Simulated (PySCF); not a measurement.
## Stretching ClF⁻

Set-up: PySCF, no relativity, basis sets Cl aug-cc-pV(D+d)Z, F aug-cc-pVDZ. Energies in eV from Cl⁻ + F in their ground configurations at the same level. State: ²Σ⁺ (doublet), unpaired electrons σ ↑.

```
R (Å)  UHF-SCS-MP2
1.929       -0.844
2.019       -0.996
2.108       -1.004
2.176       -0.906
2.243       -0.766
2.310       -0.641
2.400       -0.513
2.512       -0.400
2.647       -0.310
2.826       -0.232
```

Correlated steps freeze 6 core orbitals. Correlated levels converge slowly with the basis: in double zeta they bind strong bonds too weakly, by up to about 1 eV, and carry superposition errors of some tenths. For an ion De counts to the pair picked by the measured ionisation energies or electron affinities, which need not be the lowest pair at this level. The state is the lowest determinant that a PBE0 search found; another state may lie lower at other levels.
